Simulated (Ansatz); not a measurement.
# C3H4, SMILES C1=CC1: the interaction energy of a dimer with the counterpoise correction

Program: the Python package of Ansatz (0.2.0).

Run as a notebook:

**Cell 1**
```python
import ansatz as az
```

**Cell 2**
```python
FIRST = [
    ('C', (-0.7101, -0.2956, -0.317)),
    ('C', (0.223, 0.5533, -0.5985)),
    ('C', (0.2796, -0.1916, 0.6037)),
    ('H', (-1.6215, -0.658, -0.6045)),
    ('H', (0.6729, 1.262, -1.2644)),
    ('H', (0.1297, 0.3528, 1.5383)),
    ('H', (1.0261, -1.023, 0.6422)),
]
SECOND = [
    ('C', (3.1631, -0.5127, -2.2916)),
    ('C', (2.5554, -1.1733, -3.2216)),
    ('C', (2.3367, 0.2179, -3.0798)),
    ('H', (3.7659, -0.5931, -1.4701)),
    ('H', (2.3768, -2.0833, -3.7583)),
    ('H', (1.3536, 0.5375, -2.7281)),
    ('H', (2.8168, 0.8799, -3.8422)),
]

def energy(atoms, ghosts=()):
    molecule = az.Crystal.molecule()
    for symbol, xyz in atoms:
        molecule = molecule.atom(symbol, xyz)
    calc = (
        molecule.calculation()
        .basis(gaussian='cc-pVDZ')
        .functional('pbe', dispersion='d4')
    )
    deck = calc.input()
    if ghosts:
        deck = deck.set(az.key.basis.gaussian.ghost_atoms, [{'symbol': s, 'position_ang': list(xyz)} for s, xyz in ghosts])
    return az.Session.from_dict(deck).plan().execute().report['free_energy_ev']

# monomers in their own basis and in the basis of the dimer
both = energy(FIRST + SECOND)
alone = energy(FIRST) + energy(SECOND)
ghosted = energy(FIRST, SECOND) + energy(SECOND, FIRST)
print(f'dimer {both:.6f} eV')
print(f'interaction, uncorrected   {96.485332 * (both - alone):8.3f} kJ/mol')
print(f'interaction, counterpoise  {96.485332 * (both - ghosted):8.3f} kJ/mol')
print(f'basis-set superposition    {96.485332 * (alone - ghosted):8.3f} kJ/mol')
```
Output:
```text
dimer -6336.966371 eV
interaction, uncorrected      0.624 kJ/mol
interaction, counterpoise     2.863 kJ/mol
basis-set superposition       2.239 kJ/mol
```

Uncorrected it is 0.624 kJ/mol, with the counterpoise correction 2.863 kJ/mol; the difference, 2.239 kJ/mol, is the superposition error. In this basis both values are repulsive.

Caveats:
- Total energies depend on the basis set; only differences at equal settings carry meaning.
- The dimer is a generated trial pose of unrelaxed monomers, not a minimum, so the figure is no binding energy, and the basis set is small.
- Timing: 11 s on 1 thread of Arm Neoverse V2 (shared host), peak memory 0.22 GiB.
